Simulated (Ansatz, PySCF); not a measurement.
Reaction: CHO (SMILES [CH]=O, doublet) → CHO+ (parent SMILES [CH]=O, singlet) + e-
Each species at its own B3LYP-D3(BJ)/def2-TZVP minimum (Ansatz, a program for electronic structure).

Total energies in hartree (Ansatz). UHF or UKS for unpaired electrons; spin-orbit terms are left out. Correlated methods leave the cores frozen. No relativity.

```tsv
species	HF/cc-pVTZ	CCSD(T)/cc-pVTZ	HF/cc-pVQZ	CCSD(T)/cc-pVQZ	CCSDT(Q)/cc-pVTZ
1: CHO (SMILES O=[CH], doublet)	-113.29288	-113.68392	-113.30180	-113.71777	-113.68539
2: CHO+ (parent SMILES O=[CH], singlet)	-113.01112	-113.39194	-113.01959	-113.42323	-113.39323
```

### Question
Work out the adiabatic ionisation energy (0 K, zero-point energies from PySCF's Hessians at B3LYP-D3(BJ)/def2-TZVP) in eV: take Hartree-Fock from cc-pVQZ, extrapolate the CCSD(T) correlation energy as X^-3 (X = 3, 4), and add CCSDT(Q) - CCSD(T) in cc-pVTZ. The further terms named in the bracket sum to +0.00348 hartree. 1 hartree = 27.211 eV.

### Answer

Species 1: correlation (64·(-0.41597) - 27·(-0.39104))/37 = -0.43416; step -0.00147; E1 = -113.30180 + (-0.43416) + (-0.00147) = -113.73743
Species 2: correlation (64·(-0.40364) - 27·(-0.38082))/37 = -0.42029; step -0.00129; E2 = -113.01959 + (-0.42029) + (-0.00129) = -113.44117
-1·E1 +1·E2 +0.00348 = 0.29974 hartree = 8.16 eV. Measured: 8.12 eV (CCCBDB table in ASE). The composite differs from it by +0.04 eV; core, relativistic and spin-orbit terms are not in it.
